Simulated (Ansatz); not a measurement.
hcp Cd, treated with revPBE in Ansatz (PAW).

Settings: plane-wave cutoff 520 eV, 24×24×10 k mesh (along the axes of the cell as run), Fermi–Dirac smearing 0.05 eV, scalar-relativistic PAW data made under PBE.

Shape and atoms are relaxed at each volume.

Pressure at four volumes; x = ln(V/23.926 Å³). One pressure is withheld.

```csv
V (Å³/atom),x,P (GPa)
22.969,-0.0408,?
23.448,-0.0202,0.685
23.926,0.0000,0.001
24.883,0.0392,-1.087
```

Problem. Pass a parabola P(x) through the three rows shown, estimate the bulk modulus and its pressure derivative near zero pressure, and predict the withheld pressure.

Solution. Slopes between the rows: (0.001 − (0.685))/(0.0000 − (-0.0202)) = -33.86 and (-1.087 − (0.001))/(0.0392 − (0.0000)) = -27.76 GPa. Their difference over the span 0.0594 is c = 6.10/0.0594 = 102.7 GPa, so P(x) = 0.685 + (-33.86)(x − (-0.0202)) + 102.7 (x − (-0.0202))(x − (0.0000)). At the middle row B = −dP/dx = −[-33.86 + 102.7 × 0.0202] = 31.8 GPa, and B′ = dB/dP = 2c/B = 6.5. At x = -0.0408 the parabola gives 1.469 GPa; the run gives 1.475 GPa. The Birch–Murnaghan fit to the energies at all volumes has B0 = 31.6 GPa and B′ = 6.5.

Measured, for comparison: bulk modulus 53.8 GPa (zero-point energy and finite temperature contributions removed, our sources range from 50.7 to 53.8; as tabulated in doi:10.1021/acs.jctc.3c00612). Computed (rounded) less measured: bulk modulus -41 % (-38 % to -41 % over the range).

Note: the cell is over a tenth larger than the published one: the level's own overestimate first of all, though another phase or state, or a fault of the published cell, is possible; the bulk modulus comes from volumes at which shape and atoms were relaxed.

Ansatz is a quantum-chemistry and plane-wave program.
